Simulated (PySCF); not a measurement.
Molecule (SMILES): O=C=C.
Geometry (B3LYP-D3(BJ)/def2-TZVP, fixed):
```xyz
5

C      0.0091     0.0017    -1.2056
C     -0.0008    -0.0001     0.1027
H      0.0282     0.9401    -1.7377
H     -0.0018    -0.9351    -1.7406
O     -0.0096    -0.0018     1.2620
```
Charge 0, spin multiplicity 1.

How fast the isotropic shielding of C1 converges with the basis for several methods (PySCF): deviation from each method's own reference, in ppm. References: HF 188.41 ppm, the value in pcseg-3; PBE 186.02 ppm, the value in pcseg-3; PBE0 187.00 ppm, the value in pcseg-3. All functions are spherical. No added dispersion term, no relativity. GIAO; atoms are numbered in the order shown.

```csv
basis,functions,HF,PBE,PBE0
pcSseg-0,31,0.72,-0.15,0.41
pcseg-0,31,12.37,11.97,12.30
3-21G,31,13.14,12.79,13.23
pcseg-1,52,8.66,7.56,7.98
6-311+G**,78,1.94,1.93,1.87
def2-TZVP,105,2.36,3.35,3.07
pcseg-2,118,0.59,1.26,1.07
jun-cc-pV(T+d)Z,145,2.89,3.21,3.11
"6-311++G(3df,3pd)",153,2.02,2.00,2.00
aug-pcseg-2,184,0.81,1.20,1.12
aug-cc-pVTZ,184,3.26,3.41,3.36
cc-pVQZ,225,1.23,0.13,0.48
```

Mean absolute deviation over 6-311+G**, def2-TZVP, pcseg-2, jun-cc-pV(T+d)Z, 6-311++G(3df,3pd), aug-pcseg-2, aug-cc-pVTZ: HF 1.98, PBE0 2.23, PBE 2.34 ppm.
